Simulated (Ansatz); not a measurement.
A structure relaxed at PBE-D4/def2-TZVP in Ansatz, charge 1, doublet:

Cartesian coordinates in Å:
```
S -0.234 1.565 -0.766
S 0.367 0.133 0.330
S -0.133 -1.698 0.436
```

(1) Give its formula and point group.

(2) Summarise the bond lengths by kind (pairs closer than 1.2 times the sum of covalent radii, bridged metal pairs left out).

## Answers

(1) the cluster S₃⁺. Point group C2v (tolerance 0.1 Å).

(2) 2 × S–S 1.90 Å.

The relaxation made no stability test and no search for a lower SCF solution. Another isomer (doublet) lies 0.52 eV lower at PBE0-D4/def2-TZVP; other spin states weren't run for this one.
